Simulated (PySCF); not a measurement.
Molecule: `CSSC`, C$_{2}$H$_{6}$S$_{2}$.

Mapped SMILES: `[CH3:1][S:2][S:3][CH3:4]`. Hydrogens are named by the atom that carries them.

Geometry PBE0-D3(BJ)/def2-SVP throughout; GIAO in PySCF 2.14.0 with density-fitted response routines, gas phase, one conformer, non-relativistic; equivalent atoms averaged; functional PBE0.

Question: How do the absolute shieldings σ depend on the basis set? (ppm; last column core-seconds on shared hosts with different chips, so compare them loosely)

Answer: 
```csv
basis set,functions,C1/C4,S2/S3,H(C1)/H(C4),core-s
STO-3G,34,212.2,640.5,31.77,1.9
6-31G,56,176.1,503.3,30.51,3.8
pcSseg-0,56,168.1,493.0,30.88,2.5
6-31G*,76,171.7,494.4,29.98,4.7
def2-SVP,94,171.4,528.4,29.47,5
cc-pVDZ,94,173.2,514.4,29.28,5.4
pcSseg-1,112,159.9,454.9,29.17,6.6
aug-cc-pVDZ,154,169.9,499.1,29.05,8.4
"6-311+G(2d,p)",160,161.3,439.9,29.22,11
def2-TZVP,172,162.2,431.6,29.32,13
cc-pVTZ,212,162.9,481.0,29.11,14
IGLO-III,218,159.0,449.3,29.10,14
pcSseg-2,242,158.9,442.3,29.09,15
```

Question: Which nucleus moves most, in ppm?

Answer: S2/S3 (disulfide sulfur): from 431.6 ppm with def2-TZVP to 640.5 ppm with STO-3G. The smallest spread is 2.72 ppm, at H(C1)/H(C4). Proton shifts span only some 12 ppm, so a few tenths of a ppm matter as much there as several ppm in carbon.

Question: Taking the largest basis, pcSseg-2 (242 functions), as the yardstick, rank the others by their worst heavy-atom deviation.

Answer: 6-311+G(2d,p) 2.4 ppm (160 functions), IGLO-III 7.0 ppm (218 functions), def2-TZVP 10.7 ppm (172 functions), pcSseg-1 12.6 ppm (112 functions), cc-pVTZ 38.7 ppm (212 functions), pcSseg-0 50.6 ppm (56 functions), 6-31G* 52.1 ppm (76 functions), aug-cc-pVDZ 56.8 ppm (154 functions), 6-31G 61.0 ppm (56 functions), cc-pVDZ 72.1 ppm (94 functions), def2-SVP 86.1 ppm (94 functions), STO-3G 198.2 ppm (34 functions).

A small basis that lands close on one nucleus may do so by chance; judge by the trend and by all nuclei.
